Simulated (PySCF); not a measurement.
**Static response to an electric field**

Species: 3-butyn-2-one, C4H4O.
Cartesian coordinates in Å at the GFN2-xTB level; atoms count from 1:
```xyz
9
C4H4O angstrom
C      2.1510    0.6415   -0.1024
C      1.1322    0.0420    0.1085
C     -0.0728   -0.7054    0.3726
C     -1.3194    0.0228   -0.0604
O     -0.0634   -1.7966    0.8848
H      3.0358    1.1758   -0.2923
H     -1.3856    0.9754    0.4624
H     -1.2669    0.2304   -1.1278
H     -2.1974   -0.5798    0.1566
```

Level: PBE0/def2-SVPD (PySCF), static field, nuclei fixed, core orbitals frozen in the response. The polarisability tensor in these axes (au):

```
x   61.16  9.65 -2.62
y    9.65 49.93 -6.70
z   -2.62 -6.70 37.17
```

Q: Diagonalise the tensor; give its mean and Δα, where Δα² is half the sum of the squared differences of the eigenvalues.

A: Principal values 34.20, 46.28 and 67.78 au; mean 49.42 au = 7.32 Å³ = 8.15 × 10⁻⁴⁰ C²·m²/J; Δα = 29.45 au (60 % of the mean).

Q: What is the dipole moment, and where does it point?

A: (0.05, 2.87, -1.35) D, 3.17 D in size, pointing from the negative to the positive side. Measured along this direction, the outermost atoms are O5 at the negative end and H6 at the positive end.

Q: Orientational against electronic polarisability at 500 K (dilute gas, rigid molecules)?

A: In Gaussian units μ²/3kT = 48.51 Å³ against 7.32 Å³, a ratio of 6.62; the Debye molar polarisation (4π/3)N_A(α + μ²/3kT) is 140.8 cm³/mol, leaving out the vibrational part.

Q: Traceless (Buckingham) quadrupole moment about the centre of nuclear charge: eigenvalues?

A: -7.31, -0.99, 8.30 D·Å. The values depend on the origin, since the dipole doesn't vanish. The electronic extent ⟨r²⟩ about the same centre is 413 bohr², a root-mean-square distance of 1.79 Å for the 36 electrons.

Q: Form Σ f/ω² (atomic units) for the 8 lowest TDDFT singlets, given as eV and f, and set it beside the mean polarisability, which is this sum over all singlets: 3.96, 0.0001; 5.07, 0.0000; 5.97, 0.1003; 7.14, 0.0108; 7.22, 0.0000; 7.52, 0.0087; 8.17, 0.0002; 8.20, 0.0136.

A: They add up to 2.51 au, 5.1 % of the 49.42 au; the largest single term is 2.08 au, from the state at 5.97 eV. Terms in order: 0.01, 0.00, 2.08, 0.16, 0.00, 0.11, 0.00, 0.15 au. Higher excitations give the rest. The strengths listed sum to 0.134.

Q: What depolarisation ratio follows for Rayleigh scattering of linearly polarised light, taking the static tensor?

A: ρ = 3Δα²/(45ᾱ² + 4Δα²) = 2602.2/(109907 + 3469.5) = 0.023.

Isolated species at its GFN2-xTB geometry, gas phase.
